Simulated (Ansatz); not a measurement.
**O₂ (triplet): the correlation ladder, def2-QZVPP**

The task here is to estimate one member of a computed series from the others.

The runs use Ansatz 0.2.0, Gaussian basis; def2-QZVPP, core rule «outside noble gas», up to 2 orbitals frozen.

To be run: UHF; ROHF; CCSD(T) on UHF.

2 further runs of the same task are left out: 2 set aside as unsound or not needed.

**The geometry**

The geometry is a PBE0/def2-TZVP stationary point (not a proven minimum) of the parent state, kept for this charge and spin.

2 atoms, charge 0, spin multiplicity 3.

Atoms are counted from 1 here; the program's logs count them from 0.

Bond lengths: O1–O2 1.193 Å.

The first run:

The input, in.yaml:

```yaml
crystal:
  periodic: [false, false, false]
  atoms:
    - {symbol: O, position_ang: [0.000000, 0.000000, 0.000000]}
    - {symbol: O, position_ang: [0.000000, 0.000000, 1.192971]}
basis:
  gaussian: {orbitals: "def2-QZVPP.json"}
magnetization: {spin_polarized: true, initial_magnetization: 2}
hamiltonian: {xc: hf}
output: {orbitals: {seedname: orbitals}}
```

Run with:

```sh
ansatz run in.yaml --threads 1 --pin off --events-out ev --progress --plain --max-ram 2393MiB
```

Among the steps run: UHF; ROHF; CCSD(T) on UHF.

One table of the session follows, with a row left open; its other results are not shown here.

It belongs to the step «Misses and costs». 

```
  method  from UCCSD(T) (kJ/mol)
    ROHF                 +1326.7
     UHF                       ?
    UMP2                   +50.3
   UCCSD                   +51.5
UCCSD(T)                       0
```

Q: Estimate the row for UHF from the others.

The run gave: from UCCSD(T) (kJ/mol): +1266.1. In the column «from UCCSD(T) (kJ/mol)» it lies between UCCSD (+51.5) and ROHF (+1326.7).
